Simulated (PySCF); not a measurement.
These 2 structures share the formula [C3H3O3]- (charge -1). The calculation used PBE0-D3(BJ)/def2-SVP geometry optimisation, gas phase in PySCF 2.14.0. One conformer each; no zero-point energy, no entropy. No frequencies were run at this level. Point groups hold within 0.08 Å.

Question: Order them by energy at this level, lowest first, and give relative energies in kcal/mol.
A. `[O:1]=[C:2]([O-:3])[C@H:4]1[CH2:5][O:6]1` (charge -1) with O1–C2–C4–C5 -34°
B. `[CH2:1]=[C:2]([O-:3])[C:4](=[O:5])[OH:6]` (charge -1) with C1–C2–C4–O5 179°, C2–C4–O6–H 180°

Answer: B (0.0), A (6.7).

As drawn, the lower has an O–H bond, which the higher lacks; the higher has a three-membered ring, which the lower lacks.

```json
{"SMILES": "C=C([O-])C(=O)O", "E (Eh)": "-341.18691", "E rel (kcal/mol)": "0.0", "dipole about centre of mass (D)": "5.04", "point group": "Cs", "A, B, C (MHz)": "5872, 3615, 2238"}
{"SMILES": "O=C([O-])[C@H]1CO1", "E (Eh)": "-341.17628", "E rel (kcal/mol)": "6.7", "dipole about centre of mass (D)": "4.94", "point group": "C1", "A, B, C (MHz)": "8220, 2894, 2488"}
```

Question: How do the relative energies change in single points at PBE0/pcSseg-1 (no added dispersion term) on the same geometries?

Answer: 
```json
{"SMILES": "C=C([O-])C(=O)O", "PBE0-D3(BJ)/def2-SVP (kcal/mol)": "0.0", "PBE0/pcSseg-1 (kcal/mol)": "0.0", "shift": "0.0"}
{"SMILES": "O=C([O-])[C@H]1CO1", "PBE0-D3(BJ)/def2-SVP (kcal/mol)": "6.7", "PBE0/pcSseg-1 (kcal/mol)": "5.8", "shift": "-0.9"}
```

Each column counts from its own lowest isomer. The order is unchanged; the largest shift is 0.9 kcal/mol.
